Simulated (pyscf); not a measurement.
PySCF, gas phase, ωB97X-D3(BJ)/def2-SVP geometries.

Estimate by transition-state theory the rate constant of H₂N–SiH₃ (SMILES N[SiH3]) + H• (SMILES [H]) → H₂N–SiH₂• (SMILES N[SiH2]) + H₂ (SMILES [H][H]) (doublet surface; H–Si broken, H–H formed) at 900 K, with ωB97M-D3(BJ)/def2-TZVP energies (ideal gas, 1 atm, RRHO with modes under 100 cm⁻¹ raised to 100, one conformer, R ln 2 for chiral ones without a mode under 150 cm⁻¹; no tunnelling).

The electronic barrier is 3.9 kcal/mol and the thermal terms add +17.8, so ΔG‡ = 21.7 kcal/mol. With k_BT/h = 1.88e+13 s⁻¹ and RT = 1.788 kcal/mol, and a volume of 1.23e-19 cm³ per molecule at 1 atm, k = 1.2e-11 cm³ molecule⁻¹ s⁻¹. Wigner's tunnelling factor for 781i cm⁻¹ would be 1.06. A shift of 1 kcal/mol in the barrier changes k by a factor 1.7. This is the saddle that the search found; another between the same sides may lie lower. The angle at the transferred H is 180°.
